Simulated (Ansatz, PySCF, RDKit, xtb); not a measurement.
# CH8NSi+: a search for the lowest isomer

Given the formula CH8NSi+ (charge +1) and nothing else, which arrangement of the atoms is the most stable in the gas at 298.15 K, and what are its properties?

Plan: many cheap relaxations first (GFN2-xTB), then density-functional screening, relaxation at PBE-D3(BJ)/def2-SVP, vibrations and a final energy. The numbers are computed, not measured.

4 further runs of the same task are left out: 4 set aside as unsound or not needed.

### 1 Drawing up candidates

A program enumerates the bonding patterns with one Lewis structure each (two rings at most, one unusual centre or charged pair), with their diastereomers. O–O, O–halogen and N–halogen bonds and N–N–N chains are not drawn. That gives 3 candidates.

```tsv
label	SMILES	spin
c003	[NH3+]C[SiH3]	singlet
c597	C[SiH2][NH3+]	singlet
c870	C[NH2+][SiH3]	singlet
```

Candidates are built by distance geometry, with a force field where one applies, in up to four conformers (letters a to d).

### 2 Cheap relaxation of all starts

All 3 starts are relaxed the same way. One of them, c597a (enumerated, embedded by distance geometry and MMFF94), in full:

The input, start.xyz:

```xyz
11
c597a
C     -2.601827     0.090527    -0.078704
N      0.109838     0.092703     1.053673
Si    -0.826874    -0.071688    -0.388319
H     -2.871067     1.066226     0.317755
H     -3.199969    -0.023833    -1.009470
H     -2.962320    -0.650321     0.624142
H     -0.280148     0.944769    -1.300645
H     -0.454373    -1.411577    -0.890111
H     -0.105836     1.017993     1.451652
H      1.104567     0.035437     0.840964
H     -0.134130    -0.604655     1.717757
```

Started as:

```sh
$ xtb start.xyz --gfn 2 --opt --chrg 1
```

Log (excerpt; [...] marks lines left out):

```text
* xtb version 6.7.1
[...]
          :  # basis functions                  26          :
[...]
          :  # electrons                        20          :
[...]
          :  Hamiltonian                  GFN2-xTB          :
[...]
          :  net charge                          1          :
          :  unpaired electrons                  0          :
[...]
   *** convergence criteria satisfied after 12 iterations ***
[...]
   *** GEOMETRY OPTIMIZATION CONVERGED AFTER 8 ITERATIONS ***
[...]
   *** convergence criteria satisfied after 3 iterations ***
[...]
         ::                     SUMMARY                     ::
         :::::::::::::::::::::::::::::::::::::::::::::::::::::
         :: total energy             -10.457813447021 Eh    ::
         :: gradient norm              0.000605638068 Eh/a0 ::
         :: HOMO-LUMO gap              5.590970766949 eV    ::
         ::.................................................::
         :: SCC energy               -10.597209773359 Eh    ::
         :: -> isotropic ES            0.111603490069 Eh    ::
         :: -> anisotropic ES         -0.006861263061 Eh    ::
         :: -> anisotropic XC          0.000391237506 Eh    ::
         :: -> dispersion             -0.003835398744 Eh    ::
         :: repulsion energy           0.139396326339 Eh    ::
         :: add. restraining           0.000000000000 Eh    ::
         :: total charge               1.000000000000 e     ::
         :::::::::::::::::::::::::::::::::::::::::::::::::::::
[...]
        10        2.0000           -0.5999440             -16.3253 (HOMO)
        11                         -0.3944796             -10.7343 (LUMO)
[...]
     #   Z          covCN         q      C6AA      α(0)
     1   6          3.651    -0.225    25.362     7.233
     2   7          3.364    -0.312    28.021     7.862
     3  14          3.503     0.523    99.883    19.332
     4   1          0.925     0.101     1.776     2.084
     5   1          0.925     0.097     1.814     2.106
     6   1          0.925     0.101     1.775     2.083
     7   1          0.920     0.001     3.047     2.730
     8   1          0.920     0.001     3.046     2.730
     9   1          0.860     0.238     0.930     1.510
    10   1          0.860     0.238     0.933     1.513
    11   1          0.860     0.238     0.930     1.511
[...]
     #   Z sym  total        # sym  WBO       # sym  WBO       # sym  WBO
 ---------------------------------------------------------------------------
     1   6      3.987 --     3      1.025     5      0.962     4      0.950
                             6      0.950
     2   7      3.482 --    10      0.942    11      0.941     9      0.941
                             3      0.573
     3  14      3.475 --     1      1.025     7      0.892     8      0.892
                             2      0.573
     4   1      0.990 --     1      0.950
     5   1      0.991 --     1      0.962
     6   1      0.990 --     1      0.950
     7   1      1.000 --     3      0.892
     8   1      1.000 --     3      0.892
     9   1      0.943 --     2      0.941
    10   1      0.944 --     2      0.942
[...]
molecular dipole:
                 x           y           z       tot (Debye)
 q only:       -1.102       0.069       0.699
   full:       -0.955       0.113       1.007       3.540
molecular quadrupole (traceless):
[...]
          | TOTAL ENERGY              -10.457813447021 Eh   |
          | GRADIENT NORM               0.000605638068 Eh/α |
          | HOMO-LUMO GAP               5.590970766949 eV   |
           -------------------------------------------------
[...]
```

Wall time 0.046 s (2 threads of Arm Neoverse V1, shared host).

### 3 Distinct minima at GFN2-xTB

3 of the 3 relaxations converged. 3 distinct structures remain:

```tsv
label	start	SMILES after	spin	energy (kcal/mol)
c870a	drawn	C[NH2+][SiH3]	singlet	0.0
c597a	drawn	C[SiH2][NH3+]	singlet	2.7
c003a	drawn	[NH3+]C[SiH3]	singlet	24.7
```

### 4 Screening with a density functional

A choice of the minima (the low ones first, few conformers of a pattern, up to a cap) and the lowest that fell apart get a single point at r2SCAN-D4/def2-SVP on the tight-binding geometry, and one at HF/STO-3G for comparison. The lowest singlets are also tried as triplets at the same geometry (label ending in t). The first, c870a:

The input, input.yaml:

```yaml
crystal:
  periodic: [false, false, false]
  atoms:
    - {symbol: C, position_ang: [-1.828772, -0.026185, -0.940512]}
    - {symbol: N, position_ang: [-1.681799, 0.029957, 0.528102]}
    - {symbol: Si, position_ang: [0.131900, 0.196758, 1.138903]}
    - {symbol: H, position_ang: [-1.428380, 0.881909, -1.384048]}
    - {symbol: H, position_ang: [-2.874380, -0.123904, -1.227423]}
    - {symbol: H, position_ang: [-1.278270, -0.877892, -1.331893]}
    - {symbol: H, position_ang: [-2.106018, -0.811567, 0.925978]}
    - {symbol: H, position_ang: [-2.239775, 0.813065, 0.876737]}
    - {symbol: H, position_ang: [-0.091458, 0.214347, 2.577836]}
    - {symbol: H, position_ang: [0.509556, 1.456692, 0.514347]}
    - {symbol: H, position_ang: [0.715552, -1.013036, 0.576832]}
basis:
  gaussian:
    orbitals: def2-SVP
total_charge: 1
hamiltonian:
  xc: {name: r2SCAN}
  dispersion: d4
scf:
  lower_state_search: off
```

Started as:

```sh
$ ansatz run input.yaml --threads 2 --pin off --max-ram 4350MiB --events-out events.jsonl --progress --plain --runs-dir runs
```

Log (excerpt; [...] marks lines left out):

```text
Warning: RAYON_NUM_THREADS=2 ignored (pool sized by the plan → 2); use --threads N
Functional definition: r2SCAN
  name "r2SCAN"
[...]
990 factors; their error is unknown
[...]
mean field -10521.71551980 eV, -386.6659134779 hartree, gradient 7.8e-6 eV, S^2 0.000000; 0 other end points of the search recorded, 0 dependent functions left out
reference -10521.71552939 eV, -386.6659138302 hartree; 17, 17 occupied and 69, 69 virtual orbitals, 990 factors
Total energy: -10521.75028671 eV, -386.6671911381 hartree
Checks for a lower state left out: stability, starts, cluster_reference, orbital_swaps, neighbouring_geometries, increment
```

Run time: 1.4 s. Hardware: 2 threads of Arm Neoverse V1, shared host.

Relative energies in kcal/mol, each column from its lowest structure that stays in one piece:

```tsv
label	SMILES	spin	GFN2-xTB	HF/STO-3G	r2SCAN-D4/def2-SVP
c597a	C[SiH2][NH3+]	singlet	2.7	0.0	0.0
c870a	C[NH2+][SiH3]	singlet	0.0	11.3	17.9
c003a	[NH3+]C[SiH3]	singlet	24.7	35.2	29.4
c597at	C[SiH2][NH3+]	triplet	–	–	172.0
c870at	C[NH2+][SiH3]	triplet	–	–	195.6
c003at	[NH3+]C[SiH3]	triplet	–	–	206.1
```

### 5 Third filter: density-functional geometries

3 candidates are relaxed at PBE-D3(BJ)/def2-SVP (chosen among the lowest in one piece). The first, c597a:

The input, input.yaml:

```yaml
crystal:
  periodic: [false, false, false]
  atoms:
    - {symbol: C, position_ang: [-2.635348, 0.092470, -0.083528]}
    - {symbol: N, position_ang: [0.100344, 0.115383, 1.080013]}
    - {symbol: Si, position_ang: [-0.846793, -0.117842, -0.620848]}
    - {symbol: H, position_ang: [-2.826976, 1.074620, 0.348505]}
    - {symbol: H, position_ang: [-3.306016, -0.009749, -0.933855]}
    - {symbol: H, position_ang: [-2.940975, -0.656960, 0.646538]}
    - {symbol: H, position_ang: [-0.228398, 0.968940, -1.367653]}
    - {symbol: H, position_ang: [-0.386141, -1.460690, -0.945413]}
    - {symbol: H, position_ang: [-0.095809, 1.025058, 1.499021]}
    - {symbol: H, position_ang: [1.111206, 0.050351, 0.954843]}
    - {symbol: H, position_ang: [-0.167234, -0.595999, 1.761072]}
basis:
  gaussian:
    orbitals: def2-SVP
total_charge: 1
hamiltonian:
  xc: {name: PBE}
  dispersion: d3bj
scf:
  lower_state_search: "off"
relax:
  f_tol: 0.003
```

Started as:

```sh
$ ansatz run input.yaml --threads 2 --pin off --max-ram 4350MiB --events-out events.jsonl --progress --plain --runs-dir runs
```

Log (excerpt; [...] marks lines left out):

```text
Warning: RAYON_NUM_THREADS=2 ignored (pool sized by the plan → 2); use --threads N
[...]
Functional definition: PBE
  name "PBE"
[...]
990 factors; their error is unknown
[...]
mean field -10517.01299047 eV, -386.4930987123 hartree, gradient 3.9e-6 eV, S^2 0.000000; 0 other end points of the search recorded, 0 dependent functions left out
[...]
reference -10517.01302445 eV, -386.4930999612 hartree; 17, 17 occupied and 69, 69 virtual orbitals, 990 factors
relax step   1: F+E_penalty+E_count = -10517.20620265 eV  Δ(F+E_penalty+E_count) = +0.000e0 eV  max|allowed force component| = 1.137e0 eV/Å  Δτ_max = 0.0000 Å  (17 SCF iters, accepted)
[...]
relax step   6: F+E_penalty+E_count = -10517.29485383 eV  Δ(F+E_penalty+E_count) = -5.004e-6 eV  max|allowed force component| = 3.308e-3 eV/Å  Δτ_max = 0.0021 Å  (12 SCF iters, accepted)
[...]
Atom 2 at    -0.874616    -0.101748    -0.553461 Å, force     0.000051     0.000219     0.000024 eV/Å
Atom 3 at    -2.881598     1.096005     0.322010 Å, force    -0.000209     0.000185     0.000102 eV/Å
Atom 4 at    -3.268767    -0.028709    -1.011148 Å, force    -0.000221    -0.000009     0.000007 eV/Å
Atom 5 at    -2.994319    -0.687090     0.626965 Å, force    -0.000417    -0.000295     0.000317 eV/Å
Atom 6 at    -0.271715     0.989623    -1.373113 Å, force     0.000107     0.000057     0.000044 eV/Å
Atom 7 at    -0.426877    -1.467849    -0.953080 Å, force     0.000031    -0.000064    -0.000134 eV/Å
Atom 8 at    -0.016312     1.043545     1.531263 Å, force     0.000110     0.000147    -0.000080 eV/Å
Atom 9 at     1.154514     0.027097     0.936216 Å, force    -0.000056    -0.000154     0.000087 eV/Å
Atom 10 at    -0.115993    -0.591807     1.808476 Å, force    -0.000169     0.000116     0.000025 eV/Å
Dipole moment:     0.560244     0.072085     0.629161 e Å
Checks for a lower state left out: stability, starts, cluster_reference, orbital_swaps, neighbouring_geometries, increment
```

Run time: 6.6 s. Hardware: 2 threads of Arm Neoverse V1, shared host.

Energy change by step (eV): 0.0000, -0.0784, -0.0876, -0.0885, -0.0886, -0.0887, -0.0887.

After the run. Bond lengths: C1–Si3 1.855 Å, N2–Si3 1.943 Å, C1–H4 1.109 Å, C1–H5 1.111 Å, C1–H6 1.109 Å, Si3–H7 1.492 Å, Si3–H8 1.492 Å, N2–H9 1.036 Å, N2–H10 1.037 Å, N2–H11 1.036 Å. Some angles: C1–Si3–N2 106.0°, C1–Si3–H7 116.8°, C1–Si3–H8 116.8°, N2–Si3–H7 100.0°, N2–Si3–H8 100.0°, Si3–C1–H4 112.3°, Si3–C1–H5 108.0°, Si3–C1–H6 112.3°, Si3–N2–H9 112.5°, Si3–N2–H10 111.9°.

### 6 After refinement

```tsv
label	spin	r2SCAN-D4/def2-SVP (kcal/mol)	PBE-D3(BJ)/def2-SVP, relaxed (kcal/mol)	time
c597a	singlet	0.0	0.0	6.6 s
c870a	singlet	17.9	17.4	6.9 s
c003a	singlet	29.4	27.9	6.9 s
```

c597a: Bond lengths: C1–Si3 1.855 Å, N2–Si3 1.943 Å, C1–H4 1.109 Å, C1–H5 1.111 Å, C1–H6 1.109 Å, Si3–H7 1.492 Å, Si3–H8 1.492 Å, N2–H9 1.036 Å, N2–H10 1.037 Å, N2–H11 1.036 Å. Some angles: C1–Si3–N2 106.0°, C1–Si3–H7 116.8°, C1–Si3–H8 116.8°, N2–Si3–H7 100.0°, N2–Si3–H8 100.0°, Si3–C1–H4 112.3°, Si3–C1–H5 108.0°, Si3–C1–H6 112.3°, Si3–N2–H9 112.5°, Si3–N2–H10 111.9°.

c870a: Bond lengths: C1–N2 1.505 Å, N2–Si3 1.919 Å, C1–H4 1.105 Å, C1–H5 1.105 Å, C1–H6 1.105 Å, N2–H7 1.037 Å, N2–H8 1.037 Å, Si3–H9 1.491 Å, Si3–H10 1.490 Å, Si3–H11 1.490 Å. Some angles: C1–N2–Si3 115.1°, C1–N2–H7 109.4°, C1–N2–H8 109.4°, Si3–N2–H7 108.9°, Si3–N2–H8 108.9°, N2–C1–H4 109.0°, N2–C1–H5 109.9°, N2–C1–H6 109.0°, N2–Si3–H9 102.9°, N2–Si3–H10 102.5°.

c003a: Bond lengths: C1–N2 1.514 Å, C1–Si3 1.940 Å, N2–H4 1.039 Å, N2–H5 1.039 Å, N2–H6 1.039 Å, C1–H7 1.108 Å, C1–H8 1.108 Å, Si3–H9 1.493 Å, Si3–H10 1.500 Å, Si3–H11 1.500 Å. Some angles: N2–C1–Si3 113.9°, C1–N2–H4 111.8°, C1–N2–H5 112.8°, C1–N2–H6 111.8°, N2–C1–H7 106.9°, N2–C1–H8 106.9°, Si3–C1–H7 110.6°, Si3–C1–H8 110.7°, C1–Si3–H9 105.6°, C1–Si3–H10 106.5°.

### 7 Harmonic analysis of the finalists

The lowest few in one piece go on as finalists. Harmonic vibrations at PBE-D3(BJ)/def2-SVP test each finalist and give the zero-point energy and the thermal terms. The first, c597a:

The input, input.yaml:

```yaml
crystal:
  periodic: [false, false, false]
  atoms:
    - {symbol: C, position_ang: [-2.660056, 0.090499, -0.089078]}
    - {symbol: N, position_ang: [0.133600, 0.116017, 1.093645]}
    - {symbol: Si, position_ang: [-0.874616, -0.101748, -0.553461]}
    - {symbol: H, position_ang: [-2.881598, 1.096005, 0.322010]}
    - {symbol: H, position_ang: [-3.268767, -0.028709, -1.011148]}
    - {symbol: H, position_ang: [-2.994319, -0.687090, 0.626965]}
    - {symbol: H, position_ang: [-0.271715, 0.989623, -1.373113]}
    - {symbol: H, position_ang: [-0.426877, -1.467849, -0.953080]}
    - {symbol: H, position_ang: [-0.016312, 1.043545, 1.531263]}
    - {symbol: H, position_ang: [1.154514, 0.027097, 0.936216]}
    - {symbol: H, position_ang: [-0.115993, -0.591807, 1.808476]}
basis:
  gaussian:
    orbitals: def2-SVP
total_charge: 1
hamiltonian:
  xc: {name: PBE}
  dispersion: d3bj
scf:
  lower_state_search: "off"
phonons: {}
```

Started as:

```sh
$ ansatz run input.yaml --threads 2 --pin off --max-ram 4350MiB --events-out events.jsonl --progress --plain --runs-dir runs
```

Log (excerpt; [...] marks lines left out):

```text
Warning: RAYON_NUM_THREADS=2 ignored (pool sized by the plan → 2); use --threads N
[... 2 set-up lines as earlier in the session ...]
[...]
990 factors; their error is unknown
[...]
mean field -10517.10381719 eV, -386.4964365329 hartree, gradient 8.8e-7 eV, S^2 0.000000; 0 other end points of the search recorded, 0 dependent functions left out
[...]
reference -10517.10385115 eV, -386.4964377807 hartree; 17, 17 occupied and 69, 69 virtual orbitals, 990 factors
[...]
990 factors; their error is unknown
mean field -10517.10367321 eV, -386.4964312414 hartree, gradient 1.5e-6 eV, S^2 0.000000; 0 other end points of the search recorded, 0 dependent functions left out
[...]
reference -10517.10370717 eV, -386.4964324895 hartree; 17, 17 occupied and 69, 69 virtual orbitals, 990 factors
[...]
990 factors; their error is unknown
[...]
Atom 5 at    -2.994319    -0.687090     0.626965 Å, force    -0.000404    -0.000284     0.000318 eV/Å
Atom 6 at    -0.271715     0.989623    -1.373113 Å, force     0.000106     0.000052     0.000050 eV/Å
Atom 7 at    -0.426877    -1.467849    -0.953080 Å, force     0.000036    -0.000067    -0.000135 eV/Å
Atom 8 at    -0.016312     1.043545     1.531263 Å, force     0.000109     0.000156    -0.000073 eV/Å
Atom 9 at     1.154514     0.027097     0.936216 Å, force    -0.000076    -0.000151     0.000087 eV/Å
Atom 10 at    -0.115993    -0.591807     1.808476 Å, force    -0.000172     0.000121     0.000027 eV/Å
Dipole moment:     0.560244     0.072085     0.629161 e Å
Vibrations: 143.82 162.27 195.43 463.70 532.65 571.72 629.85 708.25 832.17 847.71 865.35 876.97 915.50 1237.80 1329.32 1365.63 1372.27 1566.88 1567.64 2230.96 2253.84 2980.45 3073.69 3094.64 3328.12 3422.74 3425.18 cm⁻¹, zero-point energy 2.479346 eV
Checks for a lower state left out: stability, starts, cluster_reference, orbital_swaps, neighbouring_geometries, increment
```

Wall time 50 s (2 threads of Arm Neoverse V1, shared host).

### 8 Zero-point energy and free-energy terms

At 298.15 K and 1 atm, ideal gas, rigid rotor and harmonic oscillator:

```tsv
label	SMILES	spin	point group	lowest mode (cm⁻¹)	zero-point (kcal/mol)	G − E (kcal/mol)
c597a	C[SiH2][NH3+]	singlet	Cs	144	57.2	39.6
c870a	C[NH2+][SiH3]	singlet	Cs	124	57.1	39.7
c003a	[NH3+]C[SiH3]	singlet	Cs	126	57.2	39.8
```

### 9 Last filter: a higher level

Single points at CCSD(T)/def2-TZVP on the refined geometries decide the order.

c597a, CCSD(T)/def2-TZVP:

Changes to input.yaml since step 7:

```diff
@@ -16,9 +16,6 @@
   gaussian:
-    orbitals: def2-SVP
+    orbitals: def2-TZVP
 total_charge: 1
-hamiltonian:
-  xc: {name: PBE}
-  dispersion: d3bj
-scf:
-  lower_state_search: "off"
-phonons: {}
+correlation:
+  method: ccsd_t
+  frozen_orbitals: {"N": 1, C: 1, H: 0, Si: 5}
```

Started as:

```sh
$ ansatz run input.yaml --threads 2 --pin off --max-ram 4350MiB --events-out events.jsonl --progress --plain --runs-dir runs
```

Log (excerpt; [...] marks lines left out):

```text
Warning: RAYON_NUM_THREADS=2 ignored (pool sized by the plan → 2); use --threads N
Functional definition: HF
  name "HF"
[...]
1011 factors; integrals over basis functions are off by at most 1.4e-3 eV
[...]
mean field -10497.21987641 eV, -385.7657151868 hartree, gradient 1.3e-6 eV, S^2 0.000000; 0 other end points of the search recorded, 0 dependent functions left out
7 core orbitals not correlated: weight in the atoms' cores, before any rotation towards them, 1.000 or more for the frozen orbitals, at most 0.000 for the correlated occupied ones
reference -10497.21987641 eV, -385.7657151868 hartree; 10, 10 occupied and 130, 130 virtual orbitals, 1011 factors
second order -13.62603657 eV of doubles, -0.00000000 eV of singles
cycle   1  -14.47835679 eV  change   -8.5e-1 eV  update   7.3e-2
[...]
cycle   8  -14.91258222 eV  change   -2.4e-6 eV  update   1.5e-5
perturbative correction -0.48557458 eV, -0.0178445365 hartree
Total energy: -10512.61803320 eV, -386.3315870117 hartree
```

Run time: 15 s. Hardware: 2 threads of Arm Neoverse V1, shared host; peak memory 0.95 GiB.

### 10 c870a at CCSD(T)/def2-TZVP

The input, input.yaml:

```yaml
crystal:
  periodic: [false, false, false]
  atoms:
    - {symbol: C, position_ang: [-1.844623, -0.027709, -0.978058]}
    - {symbol: N, position_ang: [-1.692410, 0.027224, 0.518219]}
    - {symbol: Si, position_ang: [0.112207, 0.195631, 1.148279]}
    - {symbol: H, position_ang: [-1.434366, 0.900721, -1.415638]}
    - {symbol: H, position_ang: [-2.913351, -0.124355, -1.243538]}
    - {symbol: H, position_ang: [-1.284279, -0.898446, -1.364839]}
    - {symbol: H, position_ang: [-2.118166, -0.819772, 0.939777]}
    - {symbol: H, position_ang: [-2.254536, 0.814267, 0.893667]}
    - {symbol: H, position_ang: [-0.053214, 0.222966, 2.629549]}
    - {symbol: H, position_ang: [0.550640, 1.478250, 0.528884]}
    - {symbol: H, position_ang: [0.760255, -1.028633, 0.598558]}
basis:
  gaussian:
    orbitals: def2-TZVP
total_charge: 1
magnetization:
  spin_polarized: false
  initial_magnetization: 0
correlation:
  method: ccsd_t
  frozen_orbitals: {"N": 1, C: 1, H: 0, Si: 5}
```

Started as:

```sh
$ ansatz run input.yaml --threads 2 --pin off --max-ram 4350MiB --events-out events.jsonl --progress --plain --runs-dir runs
```

Log (excerpt; [...] marks lines left out):

```text
Warning: RAYON_NUM_THREADS=2 ignored (pool sized by the plan → 2); use --threads N
[... 2 set-up lines as earlier in the session ...]
[...]
1010 factors; integrals over basis functions are off by at most 1.4e-3 eV
[...]
mean field -10496.53736717 eV, -385.7406334349 hartree, gradient 1.4e-6 eV, S^2 0.000000; 0 other end points of the search recorded, 0 dependent functions left out
7 core orbitals not correlated: weight in the atoms' cores, before any rotation towards them, 1.000 or more for the frozen orbitals, at most 0.000 for the correlated occupied ones
reference -10496.53736717 eV, -385.7406334349 hartree; 10, 10 occupied and 130, 130 virtual orbitals, 1010 factors
second order -13.50353929 eV of doubles, -0.00000000 eV of singles
cycle   1  -14.37020677 eV  change   -8.7e-1 eV  update   7.7e-2
[...]
cycle   8  -14.85031618 eV  change    6.4e-7 eV  update   1.5e-5
perturbative correction -0.48091701 eV, -0.0176733742 hartree
Total energy: -10511.86860036 eV, -386.3040458626 hartree
```

Wall time 15 s (2 threads of Arm Neoverse V1, shared host); peak memory 0.96 GiB.

### 11 Putting it together

Energies in kcal/mol from c597a; G adds the thermal terms to the CCSD(T)/def2-TZVP energy. The columns left of the relaxed level are at the tight-binding geometries.

```tsv
label	SMILES	spin	GFN2-xTB	HF/STO-3G	r2SCAN-D4/def2-SVP	PBE-D3(BJ)/def2-SVP	HF/def2-TZVP	MP2/def2-TZVP	CCSD(T)/def2-TZVP	G	share at equilibrium	T1
c597a	C[SiH2][NH3+]	singlet	0.0	0.0	0.0	0.0	0.0	0.0	0.0	0.0	100.0 %	0.009
c870a	C[NH2+][SiH3]	singlet	-2.7	11.3	17.9	17.4	15.7	18.6	17.3	17.4	< 0.1 %	0.009
c003a	[NH3+]C[SiH3]	singlet	22.0	35.2	29.4	27.9	30.1	32.4	30.7	30.9	< 0.1 %	0.010
```

Lowest found: c597a, `C[SiH2][NH3+]`, a singlet of point group Cs. Bond lengths: C1–Si3 1.855 Å, N2–Si3 1.943 Å, C1–H4 1.109 Å, C1–H5 1.111 Å, C1–H6 1.109 Å, Si3–H7 1.492 Å, Si3–H8 1.492 Å, N2–H9 1.036 Å, N2–H10 1.037 Å, N2–H11 1.036 Å. Some angles: C1–Si3–N2 106.0°, C1–Si3–H7 116.8°, C1–Si3–H8 116.8°, N2–Si3–H7 100.0°, N2–Si3–H8 100.0°, Si3–C1–H4 112.3°, Si3–C1–H5 108.0°, Si3–C1–H6 112.3°, Si3–N2–H9 112.5°, Si3–N2–H10 111.9°.

```xyz
11

C    -2.6601    0.0905   -0.0891
N     0.1336    0.1160    1.0936
Si   -0.8746   -0.1017   -0.5535
H    -2.8816    1.0960    0.3220
H    -3.2688   -0.0287   -1.0111
H    -2.9943   -0.6871    0.6270
H    -0.2717    0.9896   -1.3731
H    -0.4269   -1.4678   -0.9531
H    -0.0163    1.0435    1.5313
H     1.1545    0.0271    0.9362
H    -0.1160   -0.5918    1.8085
```

(Part 1 of 2 ends here.)
